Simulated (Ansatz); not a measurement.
# CH5BSi: basis-set convergence

How large a basis does CH5BSi need? Two functionals are run in growing sets.

The runs use Ansatz 0.2.0, Gaussian basis; one geometry, several basis sets.

Plan: PBE0-D4/def2-SVP; ωB97M-V/def2-SVP; PBE0-D4/def2-QZVPP; ωB97M-V/def2-QZVPP; the functionals' def2-TZVPP values are taken from earlier runs.

### Step 1. The geometry

All runs share one geometry, relaxed beforehand with PBE0-D4 in a triple-zeta def2 set.

SMILES `B1C[SiH2]1`, 8 atoms, charge 0, spin multiplicity 1.

Atoms are counted from 1 here; the program's logs count them from 0.

Bond lengths: B1–C2 1.486 Å, B1–Si3 1.903 Å, B1–H4 1.187 Å, C2–Si3 2.033 Å, C2–H5 1.093 Å, C2–H6 1.089 Å, Si3–H7 1.480 Å, Si3–H8 1.487 Å. Angles: C2–B1–Si3 72.5°, C2–B1–H4 132.1°, Si3–B1–H4 138.7°, B1–C2–Si3 63.3°, B1–C2–H5 124.0°, B1–C2–H6 123.2°, Si3–C2–H5 86.3°, Si3–C2–H6 139.0°, H5–C2–H6 110.8°, B1–Si3–C2 44.2°, B1–Si3–H7 126.1°, B1–Si3–H8 123.4°, C2–Si3–H7 102.1°, C2–Si3–H8 125.0°, H7–Si3–H8 110.5°.

### Step 2. PBE0-D4 in def2-SVP

in.yaml

```yaml
crystal:
  periodic: [false, false, false]
  atoms:
    - {symbol: B, position_ang: [-0.998469, 0.252625, -0.555360]}
    - {symbol: C, position_ang: [-0.030914, 0.878802, 0.382583]}
    - {symbol: Si, position_ang: [0.309829, -1.060048, -0.123600]}
    - {symbol: H, position_ang: [-1.560728, 0.669895, -1.513811]}
    - {symbol: H, position_ang: [0.110452, 0.559016, 1.418071]}
    - {symbol: H, position_ang: [0.408692, 1.860825, 0.217550]}
    - {symbol: H, position_ang: [0.502555, -1.696138, 1.198502]}
    - {symbol: H, position_ang: [1.350784, -1.522176, -1.079734]}
basis:
  gaussian: {orbitals: def2-SVP}
hamiltonian: {xc: pbe0, dispersion: d4}
output: {orbitals: {seedname: orbitals}}
```

The run is started by

```console
$ ansatz run in.yaml --threads 2 --pin off --events-out ev --progress --plain --max-ram 4352MiB
```

The runs that follow: ωB97M-V in def2-SVP; PBE0-D4 in def2-QZVPP; ωB97M-V in def2-QZVPP.

Before running them: what should the planned runs give, taken together? Wanted: PBE0-D4: double and triple zeta above quadruple; ωB97M-V: double and triple zeta above quadruple.

As calculated:

```
                                       quantity          value
PBE0-D4: double and triple zeta above quadruple  5.07, 0.37 eV
ωB97M-V: double and triple zeta above quadruple  5.19, 0.35 eV
```

In words: For PBE0-D4 the step from double to triple zeta gains 4.69 eV and the next only 0.37 eV. Total energies overstate the basis error of differences, where much of it tends to cancel.
